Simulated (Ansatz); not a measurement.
SrO (Fm-3m)

All numbers below come from DFT r2SCAN, scalar-relativistic, plane waves, PAW in Ansatz.

Settings: cutoff 500 eV, Γ-centred mesh 8×8×8 on the computed 2-atom cell, Gaussian smearing of 0.02 eV; no spin polarisation.

The structure is relaxed at this level of theory with its symmetry kept.

```
Sr O
1.0
     0.00000    2.58031    2.58031
     2.58031    0.00000    2.58031
     2.58031    2.58031    0.00000
Sr O
1 1
Direct
  0.50000 0.50000 0.50000
  0.00000 0.00000 0.00000
```

(1) Formation energy from the elements' standard states (uncorrected)?

(2) Generalised Kohn–Sham band gap?

(3) Löwdin character of the top 1 eV of the valence band?

(4) Electron masses at the edge by Cartesian direction of the standard setting (m_e; degenerate bands sorted by energy; no spin-orbit coupling)?

(5) Hole masses at the edge by Cartesian direction of the standard setting (m_e; degenerate bands sorted by energy; no spin-orbit coupling)?

(6) Bulk modulus?

(7) Its pressure derivative?

(8) Electronic dielectric constant xx, yy, zz of the standard setting (independent particles)?

(9) Bader charges (e)?

Results:

(1) -2.979 eV/atom.

(2) 3.80 eV, indirect from Γ to X.

(3) O 2p 92 %, unprojected 5 %.

(4) x: 1.2; y: 0.40; z: 0.40.

(5) x: 4.3, 4.3, 0.34; y: 4.3, 4.3, 0.34; z: 4.3, 4.3, 0.34.

(6) 94 GPa.

(7) 4.5.

(8) 3.6, 3.6, 3.6.

(9) Sr (1 in the cell) 1.53, O (1 in the cell) -1.53.